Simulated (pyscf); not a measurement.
7 gas-phase steps of one pattern: four-centre exchange on the singlet surface, H–H, O–Si/Ge/Sn broken and H–O, H–Si/Ge/Sn formed. Single points on ωB97X-D3(BJ)/def2-SVP structures (PySCF, gas phase). Electronic energies in kcal/mol, from the separated reactants; ΔE‡ and ΔE at ωB97M-D3(BJ)/def2-TZVP. Rows were drawn at random from the steps of this pattern with a verified saddle, stable references and no exit in the data more than 5 kcal/mol lower.

```json
[
 {"row": "1", "step": "HO–GeH₃ + H₂ → GeH₄ + H₂O", "ΔE": "-0.3", "ΔE‡": "?"},
 {"row": "2", "step": "HO–GeH₂–Cl + H₂ → Cl–GeH₃ + H₂O", "ΔE": "+3.8", "ΔE‡": "43.5"},
 {"row": "3", "step": "H₂B–O–SiH₃ + H₂ → H₂B–OH + SiH₄", "ΔE": "+13.7", "ΔE‡": "54.9"},
 {"row": "4", "step": "HO–SiH₂–AsH₂ + H₂ -> H₃Si–AsH₂ + H₂O", "ΔE": "+15.4", "ΔE‡": "50.9"},
 {"row": "5", "step": "H₂N–SiH₂–OH + H₂ → H₂N–SiH₃ + H₂O", "ΔE": "+22.1", "ΔE‡": "50.9"},
 {"row": "6", "step": "H₂N–Si(OH)(Cl)–Cl + H₂ -> H₂N–SiH(Cl)–Cl + H₂O", "ΔE": "+22.6", "ΔE‡": "55.5"},
 {"row": "7", "step": "HO–SiH₂–F + H₂ → F–SiH₃ + H₂O", "ΔE": "+22.9", "ΔE‡": "51.2"}
]
```

Q: Fit ΔE‡ = a + b·ΔE to the other rows and predict row 1.

A: Over the 6 complete rows the means are +16.8 (ΔE) and 51.2 (ΔE‡); least squares gives b = 0.40 and a = 44.5 kcal/mol, with residuals of 2.8 kcal/mol (root mean square; largest 4.9, row 3). For row 1: 44.5 + 0.40 × (-0.3) = 44.4 kcal/mol, an extrapolation. The computed barrier is 45.9 kcal/mol, 1.5 over the line. The scatter is large against the spread of the barriers, so the line says little here. Each barrier is that of the saddle found. Elements up to Kr have no core potential and no relativistic terms here.
